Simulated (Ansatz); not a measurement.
Energy needed to pull apart CH4BN (SMILES BN=C), singlet, into free ground-state atoms, from the structure below (displaced at random from a GFN2-xTB minimum); no zero-point or spin–orbit terms; open-shell atoms are treated unrestricted, in their ground-state multiplicity.

B1  (-0.990, 0.403, -0.762)
N2  (0.006, -0.013, 0.019)
C3  (0.992, -0.343, 0.780)
H4  (-2.052, -0.354, -0.815)
H5  (-0.764, 1.304, -1.582)
H6  (1.777, -1.117, 0.328)
H7  (1.161, 0.059, 1.781)
(Å)

Computed with Ansatz 0.2.0 (basis: def2-TZVPP); correlated methods freeze the cores.

| method | atomization energy (kJ/mol) |
| --- | --- |
| PBE-D4 | ? |
| r2SCAN-D4 | 2644 |
| PBE0-D4 | ? |
| HSE06-D4 | 2652 |
| LC-wPBE | 2621 |
| wB97M-V | 2642 |
| HF | 1881 |
| MP2 | 2583 |
| CCSD | 2503 |
| CCSD(T) | 2549 |

(1) What does PBE0-D4 give? (Judge from chemistry; the value comes from the calculation.)

(2) What does PBE-D4 give? (Judge from chemistry; the value comes from the calculation.)

No T1 diagnostic of these runs exceeds 0.018. The restricted Hartree–Fock reference is unstable towards an unrestricted one here.

Results:

(1) Computed: 2649 kJ/mol, which is about 100 kJ/mol more than CCSD(T)/def2-TZVPP.

(2) Computed: 2725 kJ/mol, which is about 177 kJ/mol more than CCSD(T)/def2-TZVPP.

In triple zeta the MP2 and coupled-cluster atomization energies are still short of their basis limit by a few kcal/mol a bond, whereas those of the functionals are nearly converged, so these differences are not deviations from converged CCSD(T).

For scale, one of the runs: CCSD(T)/def2-TZVPP forces, 149 basis functions (an equivalent command: `ansatz run in.yaml --threads 4`). Hardware: 4 CPU threads, shared host. Wall time 28 s; peak host memory 1.9 GiB.
